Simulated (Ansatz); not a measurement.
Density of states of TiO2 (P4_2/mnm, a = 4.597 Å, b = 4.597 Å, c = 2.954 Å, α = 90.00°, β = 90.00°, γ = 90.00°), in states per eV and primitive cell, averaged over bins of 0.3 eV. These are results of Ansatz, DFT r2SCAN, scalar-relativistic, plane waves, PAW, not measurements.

Plane waves to 500 eV, a k mesh through Γ of 6×6×10 on the computed 6-atom cell and Gaussian smearing (0.02 eV); no spin polarisation.

The cell is relaxed at this level. The states (both spins) are summed by tetrahedra on a 9×9×15 mesh at the self-consistent density. Energies are bin centres; the table starts no lower than −8 eV and ends at 6 eV, or lower where the solved bands end.

The gap is 2.22 eV at this level, with the zero inside it.

```csv
E − E_F (eV),total,O 2p,Ti 3d,O 2s,Ti 4s
-6.80,0.62,0.41,0.15,0.01,0.03
-6.50,1.68,1.12,0.43,0.01,0.07
-6.20,3.64,2.53,0.88,0.03,0.12
-5.90,6.20,4.45,1.44,0.02,0.17
-5.60,6.99,5.13,1.61,0.02,0.12
-5.30,6.39,4.55,1.65,0.02,0.09
-5.00,3.65,2.56,0.99,0.03,0.04
-4.70,3.72,2.83,0.70,0.06,0.07
-4.40,3.58,2.82,0.58,0.05,0.06
-4.10,4.18,3.36,0.63,0.06,0.06
-3.80,5.51,4.67,0.60,0.06,0.05
-3.50,5.22,4.48,0.55,0.05,0.02
-3.20,5.41,4.66,0.59,0.04,0.02
-2.90,5.52,4.73,0.67,0.03,0.02
-2.60,5.23,4.61,0.53,0.01,0.01
-2.30,4.92,4.46,0.38,0.02,0.01
-2.00,4.90,4.61,0.22,0.01,0.00
-1.70,1.78,1.71,0.05,0.01,0.00
-1.40,0.73,0.71,0.02,0.00,0.00
-1.10,0.14,0.13,0.00,0.00,0.00
-0.80,0.00,0.00,0.00,0.00,0.00
-0.50,0.00,0.00,0.00,0.00,0.00
-0.20,0.00,0.00,0.00,0.00,0.00
0.10,0.00,0.00,0.00,0.00,0.00
0.40,0.00,0.00,0.00,0.00,0.00
0.70,0.00,0.00,0.00,0.00,0.00
1.00,0.00,0.00,0.00,0.00,0.00
1.30,2.76,0.13,2.59,0.01,0.02
1.60,4.70,0.38,4.24,0.02,0.03
1.90,7.60,0.77,6.68,0.03,0.05
2.20,6.70,0.84,5.74,0.03,0.02
2.50,8.06,1.03,6.88,0.03,0.03
2.80,4.31,0.97,3.21,0.01,0.03
3.10,4.68,1.19,3.31,0.01,0.03
3.40,0.88,0.23,0.59,0.00,0.00
3.70,0.37,0.09,0.25,0.01,0.00
4.00,0.56,0.05,0.41,0.07,0.00
4.30,3.50,0.39,2.54,0.43,0.01
4.60,2.80,0.46,1.95,0.28,0.01
4.90,3.14,0.63,2.12,0.26,0.02
5.20,2.57,0.60,1.69,0.18,0.02
5.50,4.89,1.39,3.15,0.19,0.01
5.80,4.07,1.29,2.57,0.10,0.01
```

The columns after the total are the main Löwdin projections on the occupied valence shells of the potentials; 2 others are left out. The rest of the total lies in those, in shells that are empty in the free atom, which aren't projected, and between the atoms.

A ferromagnetic start lost its moments in a first run, so spin was left out; other magnetic orders weren't tried.

Cost: 1 run of about 1 core-minutes, on Intel Xeon 6975P-C (Granite Rapids) (shared hosts).